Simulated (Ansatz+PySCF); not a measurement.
Results of a calculation; reference values are marked as such.
## Ansatz (development build ahead of 0.2.0) run

```yaml
crystal:
  periodic: [false, false, false]
  atoms:
    - { symbol: H, position_ang: [0.0076, 0.41011, 0.35699] }
    - { symbol: O, position_ang: [0.00679, 0.64779, 1.281] }
    - { symbol: O, position_ang: [-0.00812, -0.49822, 1.94454] }
basis:
  gaussian: { orbitals: cc-pVTZ }
magnetization:
  initial_magnetization: 1
hamiltonian:
  xc: hf
correlation:
  method: ccsd_t
  frozen_orbitals: { H: 0, O: 1 }
```

The input is written out in the form of the current development build from the run's settings. Correlation on restricted open-shell orbitals is semicanonical, with singles.

Output:

```yaml
Converged: yes
Reference_energy: -150.23073 hartree
Correlation_energy: -0.48152 hartree
Total_energy: -150.71225 hartree
Spin_squared_of_the_determinant: 0.750
Stability_test: minimum among restricted orbitals
T1_diagnostic: 0.037
Occupied_orbitals_by_symmetry_in_an_Abelian_subgroup_alpha;_beta: 7 A' 2 A''; 7 A' 1 A''
```
